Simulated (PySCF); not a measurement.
## Two probes of the same atoms: core binding energy and nuclear shielding

1,3-pentadiyne, C5H4.
Numbering: `[CH:1]#[C:2][C:3]#[C:4][CH3:5]`

Binding energies: delta-SCF UKS SCAN, pcX-2 on the ionised atom, pcseg-1 elsewhere, spin-free X2C in PySCF. Shieldings: GIAO KT2/pcSseg-2, non-relativistic, same geometry.

```tsv
atom	C 1s (eV)
C1	290.18
C2	291.16
C3	290.83
C4	290.55
C5	291.84
```

Question: What are the absolute isotropic shieldings of these atoms?

Answer: 
```tsv
atom	environment	C 1s (eV)	isotropic shielding (ppm)
C1	terminal alkyne carbon	290.18	124.3
C4	alkyne carbon	290.55	114.7
C3	alkyne carbon	290.83	118.2
C2	alkyne carbon	291.16	116.5
C5	propargylic carbon	291.84	177.1
```

Question: Among the listed atoms, is the one with the highest binding energy also the least shielded?

Answer: No. The highest binding energy is at C5 (291.84 eV, shielding 177.1 ppm), the lowest shielding at C4 (114.7 ppm, 290.55 eV).

By binding energy: C1 < C4 < C3 < C2 < C5. By shielding: C4 < C2 < C3 < C1 < C5.

Spin contamination (⟨S²⟩ against 0.75 for a pure doublet) is marked for C 1s of C1 (0.89), C 1s of C2 (0.97), C 1s of C3 (0.93) and C 1s of C4 (0.96), which makes these values less certain. Isolated species at its PBE0-D3(BJ)/def2-SVP geometry, gas phase.
